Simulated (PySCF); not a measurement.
**F: ionisation energy**

F [He] 2s2 2p5 (2P) → F⁺ [He] 2s2 2p4 (3P), as a difference of total energies. All numbers are calculated (PySCF 2.14, the spin-free X2C one-electron Hamiltonian (Gaussian nucleus), in cc-pVDZ-DK). Correlated levels: valence: 1s2 frozen. The calculations carry no spin-orbit coupling.

```csv
method,ionisation energy (eV)
UHF,15.624
B3LYP,17.423
MN15,17.318
SCS-MP2 (valence),16.730
CCSD (valence),16.690
```

**Question.** Estimate what CCSD(T) (valence) gives.

**Answer.** 16.693 eV, closest to CCSD (valence) among the rows shown.

**Question.** Estimate what MP2 (valence) gives.

**Answer.** 16.771 eV, closest to SCS-MP2 (valence) among the rows shown.

Errors of the correlated levels include the incompleteness of this basis and the frozen core.

For comparison: 17.427 eV (measured; NIST levels, between the centres of gravity of the two terms).
